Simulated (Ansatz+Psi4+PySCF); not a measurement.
Results of a calculation; reference values are marked as such.
Input for PySCF 2.14.0:

```python
from pyscf import gto, scf, mp

mol = gto.M(atom="""
C 0.667480 0.000000 0.000000
C -0.677480 0.000000 0.000000
H 1.237690 0.922830 0.000000
H 1.237690 -0.922830 0.000000
H -1.237690 0.922830 0.000000
H -1.237690 -0.922830 0.000000
""", basis='cc-pvtz', charge=0, spin=0)
mf = scf.RHF(mol)
mf.kernel()
pt = mp.MP2(mf, frozen=2).run()
print(mf.e_tot, pt.e_corr, pt.e_tot)
```

The script is written out from the run's settings.

Output:

```yaml
Converged: yes
Reference_energy: -78.06304 hartree
Correlation_energy: -0.33603 hartree
Total_energy: -78.39908 hartree
Spin_squared_of_the_determinant: 0.000
```

Caution: unrestricted orbitals would lower the determinant.
